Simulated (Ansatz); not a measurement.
# Molecular dynamics, step by step

Si2H8O (SMILES O.[SiH3][SiH3]), closed shell, PBE0-D4/def2-SVP (Ansatz 0.2.0). Settings (timestep in fs, temperature in K; T counts 27 degrees of freedom):

```yaml
hamiltonian: {xc: pbe0, dispersion: d4}
md: {n_steps: 30, timestep: 0.75, temperature: 100, ensemble: nvt_nose_hoover, seed: 813, initial_velocities: maxwell_boltzmann}
```

Start (the SMILES describes the start alone):

O1  (-0.233, 0.073, -2.038)
H2  (0.378, 0.741, -2.359)
H3  (0.097, -0.761, -2.383)
Si4  (1.113, -0.211, 0.771)
Si5  (-1.190, 0.201, 0.905)
H6  (1.821, 0.897, 0.073)
H7  (1.720, -0.338, 2.126)
H8  (1.395, -1.477, 0.041)
H9  (-1.531, 1.506, 0.284)
H10  (-1.611, 0.252, 2.335)
H11  (-1.960, -0.885, 0.245)
(Å)

```tsv
step	time (fs)	potential energy less the start (meV)	kinetic energy (meV)	T (K)
0	0.00	0.0	116.3	100
2	1.50	13.7	103.0	89
4	3.00	38.8	78.5	67
6	4.50	44.2	73.0	63
8	6.00	28.7	88.3	76
10	7.50	13.6	103.0	89
12	9.00	21.1	95.6	82
14	10.50	46.9	70.5	61
16	12.00	54.1	63.6	55
18	13.50	31.3	85.7	74
20	15.00	15.9	100.9	87
22	16.50	28.0	89.3	77
24	18.00	47.7	70.2	60
26	19.50	50.9	67.0	58
28	21.00	35.6	82.1	71
30	22.50	23.6	93.9	81
```

Step 2, positions (Å) and forces (eV/Å):

| atom | x | y | z | Fx | Fy | Fz |
| --- | --- | --- | --- | --- | --- | --- |
| O1 | -0.235 | 0.073 | -2.038 | -0.187 | -0.164 | 0.157 |
| H2 | 0.360 | 0.760 | -2.353 | 0.127 | -0.098 | -0.063 |
| H3 | 0.116 | -0.761 | -2.375 | 0.057 | 0.261 | 0.024 |
| Si4 | 1.113 | -0.212 | 0.773 | -0.101 | 0.098 | 0.025 |
| Si5 | -1.188 | 0.202 | 0.902 | -0.188 | -0.729 | -0.118 |
| H6 | 1.810 | 0.887 | 0.050 | 0.097 | 0.122 | -0.035 |
| H7 | 1.725 | -0.323 | 2.133 | 0.025 | 0.001 | 0.029 |
| H8 | 1.384 | -1.480 | 0.054 | 0.060 | -0.229 | -0.097 |
| H9 | -1.521 | 1.500 | 0.296 | -0.113 | 0.358 | -0.177 |
| H10 | -1.611 | 0.244 | 2.338 | -0.015 | 0.000 | 0.025 |
| H11 | -1.968 | -0.917 | 0.224 | 0.238 | 0.381 | 0.229 |

Step 8, positions (Å) and forces (eV/Å):

```tsv
atom	x	y	z	Fx	Fy	Fz
O1	-0.245	0.074	-2.036	-0.240	0.193	0.205
H2	0.318	0.794	-2.340	0.066	-0.106	-0.007
H3	0.177	-0.729	-2.349	0.164	-0.097	-0.087
Si4	1.113	-0.214	0.779	0.102	0.089	-0.100
Si5	-1.184	0.203	0.895	-0.430	-0.734	-0.075
H6	1.790	0.866	-0.018	0.043	-0.072	0.150
H7	1.741	-0.279	2.149	-0.040	0.013	-0.201
H8	1.358	-1.517	0.084	0.054	-0.019	0.051
H9	-1.509	1.528	0.305	-0.081	0.060	-0.072
H10	-1.614	0.219	2.343	0.030	0.019	-0.201
H11	-1.949	-0.943	0.203	0.333	0.655	0.338
```

Step 12, positions (Å) and forces (eV/Å):

| atom | x | y | z | Fx | Fy | Fz |
| --- | --- | --- | --- | --- | --- | --- |
| O1 | -0.252 | 0.075 | -2.033 | -0.042 | -0.170 | 0.048 |
| H2 | 0.296 | 0.804 | -2.333 | 0.080 | 0.148 | 0.005 |
| H3 | 0.230 | -0.704 | -2.336 | -0.053 | 0.002 | 0.048 |
| Si4 | 1.113 | -0.215 | 0.783 | 0.108 | -0.045 | -0.376 |
| Si5 | -1.182 | 0.201 | 0.889 | 0.064 | 0.565 | 0.145 |
| H6 | 1.782 | 0.847 | -0.050 | 0.041 | -0.124 | 0.192 |
| H7 | 1.748 | -0.249 | 2.141 | 0.022 | -0.003 | -0.081 |
| H8 | 1.347 | -1.547 | 0.106 | 0.029 | 0.207 | 0.162 |
| H9 | -1.510 | 1.560 | 0.300 | 0.038 | -0.408 | 0.132 |
| H10 | -1.614 | 0.205 | 2.328 | -0.010 | 0.046 | -0.045 |
| H11 | -1.902 | -0.895 | 0.223 | -0.276 | -0.217 | -0.231 |

Last step (30):

```
atom    x (Å)    y (Å)    z (Å)
  O1  -0.2775   0.0744  -2.0234
  H2   0.1595   0.9097  -2.2313
  H3   0.3659  -0.6121  -2.2171
 Si4   1.1165  -0.2204   0.7896
 Si5  -1.1728   0.2010   0.8703
  H6   1.8447   0.7452  -0.1113
  H7   1.8077  -0.1226   2.1237
  H8   1.3505  -1.6176   0.2772
  H9  -1.5231   1.5537   0.3021
 H10  -1.6421   0.1789   2.3036
 H11  -1.9293  -0.8648   0.1257
```

The run took about 16 s on 4 CPU threads of an Intel Xeon 6975P-C (shared host).
